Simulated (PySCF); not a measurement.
# Löwdin shares of the frontier orbitals

Species: CH₃BO.
Geometry (PBE0-D3(BJ)/def2-SVP, Å), atoms numbered from 1 in this order:
```
atom  x, y, z in Å
C1    -0.517    0.041    0.011
B2     1.010   -0.077   -0.044
O3     2.211   -0.170   -0.087
H4    -0.877   -0.126    1.037
H5    -0.984   -0.706   -0.648
H6    -0.837    1.042   -0.313
```

The calculation used TDDFT CAM-B3LYP/def2-SVPD, vertical, gas phase, core orbitals frozen in the response in PySCF.

Kohn–Sham orbitals with the atoms that hold most of them (Löwdin shares over 4%, at most four atoms):

```json
{"orbital": "HOMO-3", "ε (eV)": "-13.90", "atoms": "C1 40%, O3 23%, B2 20%, H4 6%"}
{"orbital": "HOMO-2", "ε (eV)": "-12.87", "atoms": "O3 68%, B2 16%, C1 11%"}
{"orbital": "HOMO-1", "ε (eV)": "-11.31", "atoms": "O3 70%, B2 22%, C1 5%"}
{"orbital": "HOMO", "ε (eV)": "-11.31", "atoms": "O3 70%, B2 22%, C1 5%"}
{"orbital": "LUMO", "ε (eV)": "0.48", "atoms": "B2 63%, C1 15%, H4 6%, H6 6%"}
{"orbital": "LUMO+1", "ε (eV)": "1.94", "atoms": "B2 34%, O3 28%, C1 22%, H4 9%"}
{"orbital": "LUMO+2", "ε (eV)": "1.94", "atoms": "B2 34%, O3 28%, C1 22%, H5 9%"}
```

Within 0.005 eV of a neighbour in this list lie HOMO-1/HOMO and LUMO+1/LUMO+2 (point group found: C3v); within a degenerate set the shares of single atoms can hang on how the components are chosen.

Problem. The HOMO–LUMO gap is 11.80 eV. Where does the response calculation put the lowest singlet, and from which orbitals?

Solution. S1 is at 8.35 eV (f = 0.0000), 3.45 eV below the gap, made of HOMO-1/HOMO→LUMO+1/LUMO+2 (≥84%). Its leading pair isn't HOMO and LUMO; the energies of that pair differ by 13.25 eV. 

Next come S2 at 8.61 eV (f 0.0013), HOMO-1/HOMO→LUMO+1/LUMO+2 (≥84%); S3 at 8.61 eV (f 0.0010), HOMO-1/HOMO→LUMO+1/LUMO+2 (≥84%); S4 at 8.67 eV (f 0.022), HOMO-1/HOMO→LUMO (≥93%); S5 at 8.67 eV (f 0.022), HOMO-1/HOMO→LUMO (≥92%).

Orbitals of the list HOMO-3 to LUMO+2 that lie within 0.01 eV of each other are written together with a slash and their weights summed (≥ marks a lower bound); for degenerate orbitals outside that list single weights are arbitrary.

On one thread, Arm Neoverse V1, on a shared host, this took 7.5 s of wall time.
